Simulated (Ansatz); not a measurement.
in.yaml

```yaml
crystal:
  periodic: [false, false, false]
  atoms:
    - {symbol: Al, position_ang: [-1.731502, 0.025233, 0.000000]}
    - {symbol: H, position_ang: [-2.524425, 1.398618, 0.000000]}
    - {symbol: H, position_ang: [-2.524426, -1.348151, 0.000000]}
    - {symbol: H, position_ang: [0.187498, 0.025233, 0.000000]}
    - {symbol: Si, position_ang: [1.760498, 0.025233, 0.000000]}
    - {symbol: H, position_ang: [2.156933, -1.454280, 0.000000]}
basis:
  gaussian: {orbitals: cc-pVDZ}
magnetization: {spin_polarized: false, initial_magnetization: 1}
correlation: {method: bccd_t, electrons: outside_noble_gas}
```

```sh
$ ansatz run in.yaml --threads 1 --pin off --events-out ev --progress --plain --max-ram 2393MiB
```

Output:

```
537 factors; integrals over basis functions are off by at most 1.2e-3 eV
mean field evaluation 1: about -14503.6920 eV, gradient 1.2e1 eV
mean field evaluation 2: about -14503.6939 eV, gradient 1.2e1 eV
mean field evaluation 4: about -14504.6388 eV, gradient 1.7e0 eV
mean field evaluation 8: about -14504.6601 eV, gradient 3.3e-4 eV
mean field evaluation 16: about -14504.6583 eV, gradient 1.5e-1 eV
mean field evaluation 32: about -14504.5376 eV, gradient 1.7e0 eV
mean field evaluation 64: about -14503.2130 eV, gradient 3.7e0 eV
mean field evaluation 96: about -14502.2299 eV, gradient 1.1e-1 eV
mean field evaluation 128: about -14503.3610 eV, gradient 4.0e0 eV
mean field evaluation 160: about -14502.2298 eV, gradient 3.0e-4 eV
mean field -14504.66012777 eV, -533.0364280837 hartree, gradient 2.1e-6 eV, S^2 0.750000; 8 other end points of the search recorded, 0 dependent functions left out
mean field evaluation 192: about -14503.7754 eV, gradient 1.1e0 eV
determinant -14504.66012777 eV, -533.0364280837 hartree, with singles and doubles -14510.28321001 eV, -533.2430725448 hartree
determinant -14503.68475681 eV, -533.0005838620 hartree, with singles and doubles -14509.32043875 eV, -533.2076913534 hartree
determinant -14502.83335365 eV, -532.9692953730 hartree, with singles and doubles -14508.73818842 eV, -533.1862940486 hartree
determinant -14502.22984481 eV, -532.9471168325 hartree, with singles and doubles -14508.09873739 eV, -533.1627946567 hartree
10 core orbitals not correlated: weight in the atoms' cores, before any rotation towards them, 1.000 or more for the frozen orbitals, at most 0.000 for the correlated occupied ones
reference -14504.66012777 eV, -533.0364280837 hartree; 6, 5 occupied and 40, 41 virtual orbitals, 537 factors
second order -4.33656933 eV of doubles, -0.05879164 eV of singles
cycle   1  -5.61729904 eV  change    5.8e-3 eV  update   1.2e-2
cycle   2  -5.61428102 eV  change    3.0e-3 eV  update   3.0e-3
cycle   3  -5.61276937 eV  change    1.5e-3 eV  update   2.2e-3
cycle   4  -5.61181468 eV  change    9.5e-4 eV  update   1.4e-3
cycle   5  -5.61198489 eV  change   -1.7e-4 eV  update   9.1e-4
cycle   6  -5.61195359 eV  change    3.1e-5 eV  update   4.9e-4
cycle   7  -5.61194621 eV  change    7.4e-6 eV  update   1.8e-4
cycle   8  -5.61196224 eV  change   -1.6e-5 eV  update   7.7e-5
cycle   9  -5.61195194 eV  change    1.0e-5 eV  update   4.0e-5
cycle  10  -5.61193948 eV  change    1.2e-5 eV  update   1.9e-5
cycle  11  -5.61193610 eV  change    3.4e-6 eV  update   8.9e-6
perturbative correction -0.16387269 eV, -0.0060222101 hartree
Total energy: -14510.43593655 eV, -533.2486851416 hartree
```

For the same geometry and basis UCCSDT(Q) lies 57.4 meV lower.

Ran on 1 thread of Intel Xeon Platinum 8375C, shared host: 9.5 s wall, 0.25 GiB peak host memory.
